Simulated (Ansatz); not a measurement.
# CH₂, triplet: reading a ladder of total energies

Geometry: that of the CH2⁻, doublet, kept fixed.

```tsv
atom	x (Å)	y (Å)	z (Å)
C	0.0000	-0.1029	0.0000
H	0.0000	0.6132	-0.8679
H	0.0000	0.6132	0.8679
```

Basis aug-cc-pVTZ; Ansatz 0.2.0. Correlated methods freeze the noble-gas cores, which leaves 6 electrons in 91 orbitals. R marks a restricted (for open shells ROHF) determinant, U an unrestricted one.

Full CI isn't at hand for all of this; UCCSDT(Q) serves as the reference, and is uncertain by the last step of the cluster series or more.

UCCSD has a T1 diagnostic of 0.014 and a largest doubles amplitude of 0.02.

Runs differ by some tens of microhartree through their thresholds and, for an open shell, their frozen cores, so steps under 0.03 kcal/mol mean nothing.

| level | total energy (hartree) |
| --- | --- |
| UHF | -38.917522 |
| UMP2 | -39.037935 |
| UCCSD | -39.057118 |
| UCCSD(T) | -39.060973 |
| UCCSDT | -39.061528 |
| UCCSDT(Q) | -39.061622 |

Q: What is the correlation energy at UCCSDT(Q), and what share of it do UMP2 and UCCSD recover?

A: E(corr) = -39.061622 − (-38.917522) = -0.144100 hartree = -3.921 eV. UMP2: -0.120413 / -0.144100 = 83.56 %. UCCSD: -0.139596 / -0.144100 = 96.87 %.

Q: By how many kcal/mol does UCCSD(T) miss UCCSDT(Q) (1 hartree = 627.509 kcal/mol), and which steps make up the rest?

A: -39.060973 − (-39.061622) = 0.000649 hartree = 0.41 kcal/mol. Steps: UCCSDT − UCCSD(T) = -0.35, UCCSDT(Q) − UCCSDT = -0.06 kcal/mol. That is within 1 kcal/mol of the reference in this basis, which itself misses far more of the correlation at the basis-set limit.
